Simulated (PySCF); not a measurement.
# A gas-phase reaction: AlClH2 + CH4 → CH5Al + ClH

Wanted: the reaction energy for `[AlH2][Cl]` + `C` → `[CH3][AlH2]` + `Cl`.

Programs: PySCF 2.14.0. All values are calculated, for the isolated system unless a continuum is named. Atoms count from 0, parts from 1.

## 1. The system as given

Each species was relaxed by itself at PBE0-D3(BJ)/def2-SVPD.

## 2. Energies of the species: wB97M-D3(BJ)/def2-TZVPD

The job: settings as JSON, then the geometry in Å.

```
{"job": {"kind": "react", "xc": "wB97M-D3(BJ)", "basis": "def2-TZVPD"}, "charge": 0, "multiplicity": 1}
-1 AlClH2 charge 0 multiplicity 1
Al     0.069200    -0.085140    -0.162200
Cl    -0.989210     0.966670     1.344270
H      1.562130     0.348650    -0.424860
H     -0.705830    -1.232020    -0.917320

-1 CH4 charge 0 multiplicity 1
C     -0.000150    -0.000360     0.001600
H     -0.620520    -0.864060    -0.267750
H     -0.505040     0.923150    -0.307610
H      0.155240     0.013830     1.087440
H      0.969700    -0.074330    -0.505640

+1 CH5Al charge 0 multiplicity 1
C     -0.793650     0.104790     0.398180
Al     0.939710    -0.154640    -0.469880
H     -1.601090     0.248650    -0.338720
H     -1.082440    -0.723580     1.062470
H     -0.778380     1.023660     1.010680
H      1.936240    -1.305730    -0.001970
H      1.383050     0.810970    -1.656980

+1 ClH charge 0 multiplicity 1
Cl     0.644480    -0.013990     0.009210
H     -0.643280     0.015090    -0.008910
```

Level: wB97M-D3(BJ)/def2-TZVPD reaction energy of separated species, gas phase.

Launch:

```bash
$ OMP_NUM_THREADS=1 python cluster_run.py task.json out
```

One launch serves the whole session: the jobs run in the order shown.

What it wrote:

```text
species 1 (AlClH2)
coarse grid: 17616 points
cycle   1  E = -703.9646312111  dE = -1.476e-01  |g| = 2.721e-01  |ddm| = 1.370e+00
cycle   2  E = -703.9827211395  dE = -1.809e-02  |g| = 2.030e-01  |ddm| = 4.466e-01
cycle   3  E = -703.9914776514  dE = -8.757e-03  |g| = 1.902e-02  |ddm| = 1.874e-01
cycle   4  E = -703.9916305122  dE = -1.529e-04  |g| = 5.453e-03  |ddm| = 3.693e-02
cycle   5  E = -703.9916504852  dE = -1.997e-05  |g| = 1.307e-03  |ddm| = 1.272e-02
cycle   6  E = -703.9916512252  dE = -7.400e-07  |g| = 2.940e-04  |ddm| = 1.964e-03
final grid: 34384 points
cycle   7  E = -703.9916287364  dE = -6.875e-08  |g| = 1.531e-04  |ddm| = 7.408e-04
cycle   8  E = -703.9916287446  dE = -8.185e-09  |g| = 8.594e-05  |ddm| = 2.053e-04
cycle   9  E = -703.9916287462  dE = -1.610e-09  |g| = 1.879e-05  |ddm| = 7.200e-05
cycle  10  E = -703.9916287467  dE = -4.281e-10  |g| = 5.270e-06  |ddm| = 4.327e-05
converged SCF energy = -703.9916287467

species 2 (CH4)
coarse grid: 15072 points
cycle   1  E = -40.5278871725  dE = -1.934e-01  |g| = 1.334e-01  |ddm| = 1.251e+00
cycle   2  E = -40.5302998997  dE = -2.413e-03  |g| = 8.951e-02  |ddm| = 1.943e-01
cycle   3  E = -40.5321648839  dE = -1.865e-03  |g| = 5.682e-03  |ddm| = 4.933e-02
cycle   4  E = -40.5321746089  dE = -9.725e-06  |g| = 3.953e-04  |ddm| = 1.281e-02
final grid: 32696 points
cycle   5  E = -40.5321635138  dE = -1.027e-07  |g| = 9.965e-05  |ddm| = 2.647e-03
cycle   6  E = -40.5321635207  dE = -6.900e-09  |g| = 3.437e-05  |ddm| = 7.276e-04
cycle   7  E = -40.5321635213  dE = -5.988e-10  |g| = 1.850e-05  |ddm| = 2.134e-04
converged SCF energy = -40.5321635213

species 3 (CH5Al)
coarse grid: 23896 points
cycle   1  E = -283.5724466659  dE = -2.169e-01  |g| = 2.481e-01  |ddm| = 1.920e+00
cycle   2  E = -283.5834331535  dE = -1.099e-02  |g| = 1.706e-01  |ddm| = 4.705e-01
cycle   3  E = -283.5902465384  dE = -6.813e-03  |g| = 2.159e-02  |ddm| = 1.452e-01
cycle   4  E = -283.5904578696  dE = -2.113e-04  |g| = 5.947e-03  |ddm| = 4.275e-02
cycle   5  E = -283.5904678331  dE = -9.964e-06  |g| = 1.231e-03  |ddm| = 7.212e-03
final grid: 49960 points
cycle   6  E = -283.5904806881  dE = -7.497e-07  |g| = 5.188e-04  |ddm| = 3.185e-03
cycle   7  E = -283.5904807770  dE = -8.894e-08  |g| = 2.860e-04  |ddm| = 8.028e-04
cycle   8  E = -283.5904807972  dE = -2.017e-08  |g| = 7.594e-05  |ddm| = 2.443e-04
cycle   9  E = -283.5904808009  dE = -3.696e-09  |g| = 2.995e-05  |ddm| = 1.658e-04
cycle  10  E = -283.5904808012  dE = -3.480e-10  |g| = 2.286e-06  |ddm| = 5.189e-05
converged SCF energy = -283.5904808012

species 4 (ClH)
coarse grid: 8792 points
cycle   1  E = -460.8503334249  dE = -8.165e-02  |g| = 2.169e-01  |ddm| = 7.239e-01
cycle   2  E = -460.8625129153  dE = -1.218e-02  |g| = 1.397e-01  |ddm| = 2.651e-01
cycle   3  E = -460.8670523066  dE = -4.539e-03  |g| = 1.358e-02  |ddm| = 9.818e-02
cycle   4  E = -460.8670933905  dE = -4.108e-05  |g| = 3.364e-03  |ddm| = 9.545e-03
cycle   5  E = -460.8670996391  dE = -6.249e-06  |g| = 8.516e-04  |ddm| = 3.915e-03
final grid: 17120 points
cycle   6  E = -460.8670682003  dE = -3.713e-07  |g| = 3.675e-04  |ddm| = 8.880e-04
cycle   7  E = -460.8670682465  dE = -4.624e-08  |g| = 1.617e-04  |ddm| = 3.979e-04
cycle   8  E = -460.8670682531  dE = -6.570e-09  |g| = 4.218e-05  |ddm| = 1.294e-04
cycle   9  E = -460.8670682544  dE = -1.313e-09  |g| = 3.955e-06  |ddm| = 6.529e-05
cycle  10  E = -460.8670682544  dE = -4.093e-12  |g| = 8.158e-07  |ddm| = 3.304e-06
converged SCF energy = -460.8670682544

Reaction energy = 41.369 kcal/mol
```

Run time: 12 s. Hardware: 1 thread of Arm Neoverse N1, shared host; peak memory 0.48 GiB.

Species by species (with the dispersion term, which the log's SCF energies lack):

| ν | species | energy (Eh) | HOMO (eV) |
| --- | --- | --- | --- |
| -1 | [AlH2][Cl] | -703.99383 | -10.90 |
| -1 | C | -40.53455 | -13.46 |
| +1 | [CH3][AlH2] | -283.59484 | -10.42 |
| +1 | Cl | -460.86761 | -11.93 |

## 3. Reaction energy: PBE0-D3(BJ)/def2-TZVPD

Settings changed since step 2:

```diff
@@ -1,2 +1,2 @@
-{"job": {"kind": "react", "xc": "wB97M-D3(BJ)", "basis": "def2-TZVPD"}, "charge": 0, "multiplicity": 1}
+{"job": {"kind": "react", "xc": "PBE0", "basis": "def2-TZVPD", "disp": "d3bj"}, "charge": 0, "multiplicity": 1}
 -1 AlClH2 charge 0 multiplicity 1
```

With the program's defaults for keys left out, this is: PBE0-D3(BJ)/def2-TZVPD reaction energy of separated species, gas phase.

What it wrote:

```text
species 1 (AlClH2)
coarse grid: 4488 points
cycle   1  E = -703.6119967765  dE = -1.118e-01  |g| = 2.577e-01  |ddm| = 1.452e+00
cycle   2  E = -703.6106959411  dE =  1.301e-03  |g| = 2.894e-01  |ddm| = 5.354e-01
cycle   3  E = -703.6318010448  dE = -2.111e-02  |g| = 2.558e-02  |ddm| = 2.819e-01
cycle   4  E = -703.6319109545  dE = -1.099e-04  |g| = 6.861e-03  |ddm| = 2.143e-02
cycle   5  E = -703.6319208885  dE = -9.934e-06  |g| = 1.730e-03  |ddm| = 5.595e-03
final grid: 34384 points
cycle   6  E = -703.6325345979  dE = -6.270e-06  |g| = 3.167e-03  |ddm| = 9.291e-03
cycle   7  E = -703.6325340597  dE =  5.382e-07  |g| = 3.206e-03  |ddm| = 4.774e-03
cycle   8  E = -703.6325363978  dE = -2.338e-06  |g| = 1.957e-04  |ddm| = 2.749e-03
cycle   9  E = -703.6325364103  dE = -1.243e-08  |g| = 9.722e-06  |ddm| = 2.054e-04
cycle  10  E = -703.6325364103  dE = -2.979e-11  |g| = 4.062e-06  |ddm| = 1.227e-05
converged SCF energy = -703.6325364103

species 2 (CH4)
coarse grid: 3568 points
cycle   1  E = -40.4582168357  dE = -2.007e-01  |g| = 2.716e-01  |ddm| = 1.407e+00
cycle   2  E = -40.4545722800  dE =  3.645e-03  |g| = 2.993e-01  |ddm| = 3.084e-01
cycle   3  E = -40.4773883779  dE = -2.282e-02  |g| = 2.107e-03  |ddm| = 1.506e-01
cycle   4  E = -40.4773891993  dE = -8.215e-07  |g| = 2.130e-04  |ddm| = 2.677e-03
final grid: 32696 points
cycle   5  E = -40.4741146008  dE = -1.438e-05  |g| = 4.526e-03  |ddm| = 6.484e-02
cycle   6  E = -40.4741135553  dE =  1.045e-06  |g| = 4.948e-03  |ddm| = 6.482e-03
cycle   7  E = -40.4741195053  dE = -5.950e-06  |g| = 3.486e-05  |ddm| = 2.504e-03
cycle   8  E = -40.4741195057  dE = -3.722e-10  |g| = 8.432e-06  |ddm| = 1.100e-04
converged SCF energy = -40.4741195057

species 3 (CH5Al)
coarse grid: 5816 points
cycle   1  E = -283.3422163940  dE = -2.187e-01  |g| = 3.739e-01  |ddm| = 2.078e+00
cycle   2  E = -283.3287449251  dE =  1.347e-02  |g| = 4.303e-01  |ddm| = 6.749e-01
cycle   3  E = -283.3780915542  dE = -4.935e-02  |g| = 2.613e-02  |ddm| = 3.540e-01
cycle   4  E = -283.3783083976  dE = -2.168e-04  |g| = 6.612e-03  |ddm| = 3.794e-02
cycle   5  E = -283.3783152683  dE = -6.871e-06  |g| = 8.752e-04  |ddm| = 6.024e-03
final grid: 49960 points
cycle   6  E = -283.3747529087  dE = -1.217e-05  |g| = 4.581e-03  |ddm| = 8.582e-02
cycle   7  E = -283.3747500052  dE =  2.904e-06  |g| = 5.622e-03  |ddm| = 7.295e-03
cycle   8  E = -283.3747580882  dE = -8.083e-06  |g| = 9.770e-05  |ddm| = 4.002e-03
cycle   9  E = -283.3747580916  dE = -3.362e-09  |g| = 2.608e-05  |ddm| = 2.085e-04
cycle  10  E = -283.3747580918  dE = -2.121e-10  |g| = 5.807e-06  |ddm| = 3.950e-05
converged SCF energy = -283.3747580918

species 4 (ClH)
coarse grid: 2248 points
cycle   1  E = -460.6537830399  dE = -4.644e-02  |g| = 1.882e-01  |ddm| = 7.411e-01
cycle   2  E = -460.6558517956  dE = -2.069e-03  |g| = 1.902e-01  |ddm| = 3.151e-01
cycle   3  E = -460.6653805733  dE = -9.529e-03  |g| = 1.506e-02  |ddm| = 1.513e-01
cycle   4  E = -460.6654026304  dE = -2.206e-05  |g| = 2.693e-03  |ddm| = 7.323e-03
cycle   5  E = -460.6654041782  dE = -1.548e-06  |g| = 1.111e-03  |ddm| = 2.553e-03
final grid: 17120 points
cycle   6  E = -460.6658903177  dE = -4.428e-06  |g| = 2.164e-03  |ddm| = 7.328e-03
cycle   7  E = -460.6658903469  dE = -2.926e-08  |g| = 1.795e-03  |ddm| = 2.512e-03
cycle   8  E = -460.6658909653  dE = -6.184e-07  |g| = 1.533e-04  |ddm| = 1.363e-03
cycle   9  E = -460.6658909722  dE = -6.897e-09  |g| = 2.144e-05  |ddm| = 1.086e-04
cycle  10  E = -460.6658909723  dE = -1.025e-10  |g| = 4.935e-06  |ddm| = 1.679e-05
converged SCF energy = -460.6658909723

Reaction energy = 41.282 kcal/mol
```

It took 5.3 s on 1 thread of Arm Neoverse N1, shared host; peak memory 0.46 GiB.

Reaction energy at this level: 41.28 kcal/mol.

## 4. Energies of the species: MP2/def2-TZVPD

Settings changed since step 3:

```diff
@@ -1,2 +1,2 @@
-{"job": {"kind": "react", "xc": "PBE0", "basis": "def2-TZVPD", "disp": "d3bj"}, "charge": 0, "multiplicity": 1}
+{"job": {"kind": "react", "xc": "MP2", "basis": "def2-TZVPD"}, "charge": 0, "multiplicity": 1}
 -1 AlClH2 charge 0 multiplicity 1
```

With the program's defaults for keys left out, this is: MP2/def2-TZVPD reaction energy of separated species, gas phase.

What it wrote:

```text
species 1 (AlClH2)
final grid: 34384 points
cycle   1  E = -702.6306423765  dE = -1.984e-01  |g| = 2.688e-01  |ddm| = 1.342e+00
cycle   2  E = -702.6589011087  dE = -2.826e-02  |g| = 1.129e-01  |ddm| = 3.691e-01
cycle   3  E = -702.6621288448  dE = -3.228e-03  |g| = 2.478e-02  |ddm| = 1.380e-01
cycle   4  E = -702.6624391361  dE = -3.103e-04  |g| = 4.921e-03  |ddm| = 5.557e-02
cycle   5  E = -702.6624523252  dE = -1.319e-05  |g| = 8.418e-04  |ddm| = 1.094e-02
cycle   6  E = -702.6624528682  dE = -5.430e-07  |g| = 2.818e-04  |ddm| = 1.365e-03
cycle   7  E = -702.6624529390  dE = -7.080e-08  |g| = 6.780e-05  |ddm| = 5.107e-04
cycle   8  E = -702.6624529424  dE = -3.381e-09  |g| = 1.460e-05  |ddm| = 1.134e-04
cycle   9  E = -702.6624529425  dE = -1.271e-10  |g| = 2.014e-06  |ddm| = 2.709e-05
converged SCF energy = -702.6624529425

species 2 (CH4)
final grid: 32696 points
cycle   1  E = -40.2047130048  dE = -1.974e-01  |g| = 1.529e-01  |ddm| = 1.221e+00
cycle   2  E = -40.2121416438  dE = -7.429e-03  |g| = 3.682e-02  |ddm| = 2.041e-01
cycle   3  E = -40.2127046047  dE = -5.630e-04  |g| = 6.406e-03  |ddm| = 3.827e-02
cycle   4  E = -40.2127177073  dE = -1.310e-05  |g| = 1.642e-03  |ddm| = 1.100e-02
cycle   5  E = -40.2127192332  dE = -1.526e-06  |g| = 2.165e-04  |ddm| = 6.917e-03
cycle   6  E = -40.2127192664  dE = -3.320e-08  |g| = 2.839e-05  |ddm| = 1.798e-03
cycle   7  E = -40.2127192669  dE = -4.273e-10  |g| = 1.324e-06  |ddm| = 7.251e-05
converged SCF energy = -40.2127192669

species 3 (CH5Al)
final grid: 49960 points
cycle   1  E = -282.6799947788  dE = -2.542e-01  |g| = 2.261e-01  |ddm| = 1.829e+00
cycle   2  E = -282.7014935881  dE = -2.150e-02  |g| = 6.028e-02  |ddm| = 4.282e-01
cycle   3  E = -282.7032973144  dE = -1.804e-03  |g| = 2.092e-02  |ddm| = 1.385e-01
cycle   4  E = -282.7034307609  dE = -1.334e-04  |g| = 3.111e-03  |ddm| = 2.852e-02
cycle   5  E = -282.7034358008  dE = -5.040e-06  |g| = 9.262e-04  |ddm| = 8.818e-03
cycle   6  E = -282.7034361831  dE = -3.823e-07  |g| = 2.222e-04  |ddm| = 2.344e-03
cycle   7  E = -282.7034362242  dE = -4.107e-08  |g| = 3.525e-05  |ddm| = 1.084e-03
cycle   8  E = -282.7034362252  dE = -9.965e-10  |g| = 4.522e-06  |ddm| = 1.496e-04
converged SCF energy = -282.7034362252

species 4 (ClH)
final grid: 17120 points
cycle   1  E = -460.0817351831  dE = -1.008e-01  |g| = 2.132e-01  |ddm| = 7.101e-01
cycle   2  E = -460.0969051992  dE = -1.517e-02  |g| = 8.401e-02  |ddm| = 2.053e-01
cycle   3  E = -460.0986385639  dE = -1.733e-03  |g| = 1.826e-02  |ddm| = 5.472e-02
cycle   4  E = -460.0988471296  dE = -2.086e-04  |g| = 6.315e-03  |ddm| = 1.638e-02
cycle   5  E = -460.0988771292  dE = -3.000e-05  |g| = 1.289e-03  |ddm| = 7.398e-03
cycle   6  E = -460.0988783453  dE = -1.216e-06  |g| = 2.807e-04  |ddm| = 1.659e-03
cycle   7  E = -460.0988783986  dE = -5.327e-08  |g| = 4.150e-05  |ddm| = 4.895e-04
cycle   8  E = -460.0988783993  dE = -7.357e-10  |g| = 7.806e-06  |ddm| = 6.177e-05
converged SCF energy = -460.0988783993

Reaction energy = 43.116 kcal/mol
```

It took 2.2 s on 1 thread of Arm Neoverse N1, shared host; peak memory 0.3 GiB.

Reaction energy at this level: 43.12 kcal/mol.

## 5. Comparing the runs

Energies in kcal/mol, with wall time:

| run | reaction | time |
| --- | --- | --- |
| wB97M-D3(BJ)/def2-TZVPD | 41.37 | 12 s |
| PBE0-D3(BJ)/def2-TZVPD | 41.28 | 5.3 s |
| MP2/def2-TZVPD | 43.12 | 2.2 s |

## 6. What came out

```
                                                quantity                    value
               reaction energy (wB97M-D3(BJ)/def2-TZVPD)           41.37 kcal/mol
                     ΔH, ΔG at 298 K (xTB thermal terms)    +37.2, +34.8 kcal/mol
range of the reaction energy over the runs of this table  41.28 to 43.12 kcal/mol
```

The reaction is endothermic by 37.2 kcal/mol in the gas phase; dispersion gives -0.20, and xTB itself gave 60.92 for the electronic energy (xTB energies and thermal terms come from the earlier relaxation of each species, not shown). No barrier was sought. xTB and this level differ widely in the electronic energy, so what comes from xTB (the thermal terms above all) is less safe here. The reaction energy runs from 41.28 (PBE0-D3(BJ)/def2-TZVPD) to 43.12 kcal/mol (MP2/def2-TZVPD).
